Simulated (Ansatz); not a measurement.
Two shapes of doublet H3O2.

Shape 1:

```xyz
5

O    -0.0333   -0.0857   -0.0681
H     0.6056    0.4442    0.4007
O     2.9662    0.0886    0.0323
H     3.7970    0.1439   -0.4227
H     3.0259   -0.6348    0.5903
```

Shape 2:

```xyz
5

O    -0.0535   -0.1431   -0.0948
H     0.6967   -0.0268   -0.6698
O     3.0468    0.1909    0.1213
H     3.1336   -0.4573   -0.5559
H     2.6382   -0.2747    0.8034
```

Basis set: def2-SVP (spherical functions). Correlated methods keep 2 orbitals frozen. Charge 0, multiplicity 2.

Computed with Ansatz (development build ahead of 0.2.0); each method stands on the lowest determinant of its kind that the runs found.

Q: Which shape is lower in energy, and by how much in each method?

A:

```tsv
method	E(2) − E(1) (eV)
UHF	0.033
UHF-MP2	-0.004
```

Shape 1 is lower, bar methods that put the two within 0.005 eV.
